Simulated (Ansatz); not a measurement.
Start from `CSS` and change one atom or group to get `CS[SiH]`.

Ansatz, PBE0-D4/def2-TZVP geometries, multiplicity 1. Each molecule was computed in one conformer, which needn't be the lowest.

| property | `CSS` |
| --- | --- |
| LUMO energy (ωB97M-V/def2-TZVPP) / eV | 1.59 |
| size of the dipole moment (B3LYP/def2-TZVPP) / D | 1.72 |
| vertical ionisation energy (CCSD(T)/CBS(def2)) / eV | 9.40 |
| size of the dipole moment (ωB97M-V/def2-TZVPP) / D | 1.73 |
| LUMO energy (PBE/def2-TZVPP) / eV | -1.50 |
| zero-point energy (PBE0-D4/def2-TZVP) / kJ/mol | 126.2 |

(1) Give the same properties after the change, and the shifts. (Best estimate.)

Answers

(1) Ansatz gave: 
| property | `CS[SiH]` | shift |
| --- | --- | --- |
| LUMO energy (ωB97M-V/def2-TZVPP) / eV | -0.30 | -1.89 |
| size of the dipole moment (B3LYP/def2-TZVPP) / D | 1.47 | -0.25 |
| vertical ionisation energy (CCSD(T)/CBS(def2)) / eV | 8.97 | -0.43 |
| size of the dipole moment (ωB97M-V/def2-TZVPP) / D | 1.43 | -0.30 |
| LUMO energy (PBE/def2-TZVPP) / eV | -3.04 | -1.54 |
| zero-point energy (PBE0-D4/def2-TZVP) / kJ/mol | 122.4 | -3.8 |

With PBE0 the HOMO rises by 0.25 eV and the LUMO falls by 1.77 eV, so the gap narrows by about 2.02 eV. PBE moves the HOMO by 0.07 eV and ωB97M-V by 0.39 eV. Dipoles are sizes alone; their direction can turn.

B3LYP here is the variant with VWN-RPA as its local correlation; programs differ in this.
